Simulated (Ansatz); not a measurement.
# Redistribution: C3H6F2 + C3H6F2O → C3H7FO + C3H5F3

Gas-phase species: C3H6F2 `CC(F)CF`, singlet; C3H6F2O `CC(O)(F)CF`, singlet; C3H7FO `CC(O)CF`, singlet; C3H5F3 (1,2,2-trifluoropropane) `CC(F)(F)CF`, singlet. The partners trade F for OH; both sit on C, so the bond types are kept.

Shapes, held fixed at every level: PBE0-D4/def2-TZVP. Flexible molecules stand in one conformer, not always the lowest. Programs: Ansatz 0.2.0. Electronic energies: no zero-point or thermal term.

(1) Estimate ΔE of this reaction.

## Answers

(1) The highest level, CCSD(T)/CBS estimate, gives ΔE = +6.9 kJ/mol; the levels span +5.7 to +7.9. The column of differences is taken from that level and isn't an error. No measured value is set beside it here. The CBS estimate extrapolates MP2 from def2-TZVPP and def2-QZVPP and adds CCSD(T) − MP2 in the triple-zeta set, cores frozen.

```
               level                    kind  ΔE (kJ/mol)  less CCSD(T)/CBS estimate
   PBE-D4/def2-TZVPP                     GGA         +7.9                       +1.0
r2SCAN-D4/def2-TZVPP                meta-GGA         +7.5                       +0.6
  wB97X-V/def2-TZVPP  range-separated hybrid         +7.0                       +0.1
   B2PLYP/def2-TZVPP           double hybrid         +7.5                       +0.6
      MP2/def2-TZVPP     perturbation theory         +5.9                       -1.0
  CCSD(T)/def2-TZVPP   coupled cluster or CI         +5.8                       -1.1
     CCSD/def2-TZVPP   coupled cluster or CI         +5.7                       -1.2
CCSD(T)/CBS estimate   coupled cluster or CI         +6.9                        0.0
```
